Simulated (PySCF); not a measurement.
Work out the structure from these simulated measurements.

Formula: C2H4Cl2.

| Item | Value |
| --- | --- |
| 13C NMR | chemical shifts (computed TMS as zero) by class: 84.8 (1 C), 34.5 (1 C) ppm [GIAO PBE0/pcSseg-1] |
| Triplet | lowest triplet excitation (Tamm–Dancoff): 6.35 eV [TDA CAM-B3LYP/def2-SVPD] |
| XPS | Cl2p3/2 206.3 (×2), C1s 291.6, C1s 294.0, Cl1s 2828.9 (×2) eV [ΔSCF SCAN, pcX-2 on the ionised atom, pcseg-1 elsewhere, spin-free X2C, 2p3/2 from a spin–orbit splitting computed afterwards within the 2p shell] |
| Polarisability | 54.1 au [CAM-B3LYP/def2-SVPD] |
| NMR, other nuclei | isotropic shieldings of nuclei other than C and H, by class: 656 (2 Cl) ppm [GIAO PBE0/pcSseg-1] |
| 1H NMR | chemical shifts (computed TMS as zero) by class: 5.99 (1 H), 1.93 (3 H) ppm [GIAO PBE0/pcSseg-1] |
| Rotational structure | rotational constants A, B, C: 6.411, 3.244, 2.289 GHz [GFN2-xTB] |

Electronic properties: PySCF, gas phase, density fitting. Levels stand in brackets. Geometry: GFN2-xTB; no solvent, vibrations or thermal averaging. Each NMR value is the plain mean over a class of atoms that symmetry, rotation or inversion makes alike.

**Question.** Propose a structure and show how it fits.

**Answer.** Numbering: `[CH3:1][CH:2]([Cl:3])[Cl:4]`. Its formula, C2H4Cl2, gives 0 degrees of unsaturation, so no ring and no π bond. 2 carbons fall into 2 classes; from least to most shielded: CHCl2 carbon [C2] (84.8 ppm), methyl carbon [C1] (34.5 ppm). Hydrogen classes from least to most shielded: 1 H on a CHCl2 carbon, C2 (5.99 ppm), 3 H on a methyl carbon, C1 (1.93 ppm). The other shieldings belong to: 656 ppm, alkyl chlorine [Cl3/Cl4]. The core levels belong to: Cl2p3/2 206.3 eV, alkyl chlorine [Cl3/Cl4]; C1s 291.6 eV, methyl carbon [C1]; C1s 294.0 eV, CHCl2 carbon [C2]; Cl1s 2828.9 eV, alkyl chlorine [Cl3/Cl4]. The optimised geometry has point group Cs and is an asymmetric top. Structure: 1,1-dichloroethane (`CC(Cl)Cl`). Computed isomers that give other values at the same levels: `ClCCCl` (13C chemical shifts (computed TMS as zero) by class: 48.9 (2 C) ppm). The assignments are read from this structure; whether some other isomer fits the data as well wasn't checked. NMR values of atoms bound to several Cl lack the spin–orbit term that these neighbours bring.
